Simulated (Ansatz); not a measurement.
`N#C[SiH3]`, relaxed with RKS PBE-D4/def2-SVP in Ansatz 0.2.0 from a rough embedded geometry. The force threshold is 0.03 eV/Å; the program also tests the step.

Total charge 0; spin multiplicity 1.

Start:

```xyz
6

N     1.971   -0.846   -1.370
C     1.032   -0.449   -0.692
Si   -0.441    0.164    0.332
H    -1.135   -0.894    0.924
H    -1.428    0.874   -0.561
H     0.002    1.152    1.366
```

```csv
step,energy (eV),largest force (eV/Å),largest move (Å)
1,-10440.7473,3.809,0.000
2,-10441.0163,0.682,0.097
3,-10441.0295,0.115,0.020
4,-10441.0296,0.133,0.006
5,-10441.0299,0.011,0.004
```

End:

```xyz
6

N     1.902   -0.814   -1.311
C     0.994   -0.423   -0.679
Si   -0.455    0.195    0.314
H    -1.114   -0.989    0.952
H    -1.392    0.889   -0.627
H     0.066    1.143    1.351
```

Run time 2.2 s (4 threads of an Arm Neoverse V2 on a shared host); peak host memory 0.13 GiB.
